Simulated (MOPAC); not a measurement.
MOPAC input (PM3):

```
PM3 1SCF GEO-OK AUX(PRECISION=9) THREADS=1
C4H8

C     0.00645702 1    0.00137118 1    1.45419528 1
C     0.00055087 1    0.00011698 1    0.12406297 1
H     0.00482541 1    0.92504598 1    2.01974462 1
H     0.01311859 1   -0.92123548 1    2.02144868 1
C    -0.00871144 1    1.26990929 1   -0.67778781 1
H    -0.00983323 1    2.15257845 1   -0.03893565 1
H     0.86531059 1    1.32034450 1   -1.33448046 1
H    -0.88895351 1    1.31247184 1   -1.32668362 1
C     0.00270273 1   -1.27118527 1   -0.67544245 1
H     0.00950511 1   -2.15264813 1   -0.03496206 1
H    -0.87711609 1   -1.32285146 1   -1.32425130 1
H     0.87714802 1   -1.31497880 1   -1.33204813 1
```

What heat of formation does the run end on, and which ionisation energy by Koopmans theorem?

-2.95 kcal/mol; 9.84 eV.
